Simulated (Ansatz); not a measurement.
The input, for Ansatz 0.2.0:

```yaml
crystal:
  periodic: [false, false, false]
  atoms:
    - {symbol: Ge, position_ang: [0.000000, -0.325890, 0.000000]}
    - {symbol: F, position_ang: [0.000000, 0.623017, -1.456249]}
    - {symbol: F, position_ang: [0.000000, 0.623017, 1.456249]}
basis:
  gaussian: {orbitals: STO-3G}
magnetization: {spin_polarized: true, initial_magnetization: 2}
correlation: {method: ccsdt_q_b, electrons: valence}
```

```sh
$ ansatz run in.yaml --threads 1 --pin off --events-out ev --progress --plain --max-ram 2393MiB
```

Question: Roughly how long does this take on 1 thread of Arm Neoverse V2, shared host, and how much host memory?

Answer: 6.5 s wall and 0.4 GiB.

```
404 factors; integrals over basis functions are off by at most 4.3e-8 eV
mean field evaluation 1: about -61162.1329 eV, gradient 1.2e1 eV
mean field evaluation 2: about -61162.2131 eV, gradient 1.2e1 eV
mean field evaluation 4: about -61163.9882 eV, gradient 1.5e0 eV
mean field evaluation 8: about -61164.0482 eV, gradient 9.5e-4 eV
mean field evaluation 16: about -61163.8967 eV, gradient 1.5e0 eV
mean field evaluation 32: about -61160.3198 eV, gradient 1.0e0 eV
mean field -61164.04605155 eV, -2247.7372339151 hartree, gradient 2.1e-6 eV, S^2 2.015184; 0 other end points of the search recorded, 0 dependent functions left out
11 core orbitals not correlated: weight in the atoms' cores, before any rotation towards them, 1.000 or more for the frozen orbitals, at most 0.000 for the correlated occupied ones
reference -61164.04605155 eV, -2247.7372339151 hartree; 15, 13 occupied and 2, 4 virtual orbitals, 404 factors
second order -1.46742058 eV of doubles, -0.00000000 eV of singles
cycle   1  -1.66907385 eV  change   -2.0e-1 eV  update   9.9e-2
cycle   2  -1.92738514 eV  change   -2.6e-1 eV  update   5.1e-2
cycle   3  -2.11726817 eV  change   -1.9e-1 eV  update   3.4e-2
cycle   4  -2.14226175 eV  change   -2.5e-2 eV  update   1.2e-2
cycle   5  -2.15230235 eV  change   -1.0e-2 eV  update   7.7e-3
cycle   6  -2.15363916 eV  change   -1.3e-3 eV  update   3.9e-3
cycle   7  -2.15364455 eV  change   -5.4e-6 eV  update   2.5e-3
cycle   8  -2.15230781 eV  change    1.3e-3 eV  update   1.1e-3
cycle   9  -2.15284249 eV  change   -5.3e-4 eV  update   5.1e-4
cycle  10  -2.15350658 eV  change   -6.6e-4 eV  update   2.6e-4
cycle  11  -2.15317365 eV  change    3.3e-4 eV  update   1.4e-4
cycle  12  -2.15325725 eV  change   -8.4e-5 eV  update   9.4e-5
cycle  13  -2.15316421 eV  change    9.3e-5 eV  update   3.5e-5
cycle  14  -2.15314103 eV  change    2.3e-5 eV  update   2.2e-5
cycle  15  -2.15314053 eV  change    5.0e-7 eV  update   8.9e-6
cycle  16  -2.15315415 eV  change   -1.4e-5 eV  update   5.1e-6
cycle  17  -2.15315555 eV  change   -1.4e-6 eV  update   2.0e-6
perturbative correction -0.00647774 eV, -0.0002380526 hartree
Total energy: -61166.20568484 eV, -2247.8165989747 hartree
```
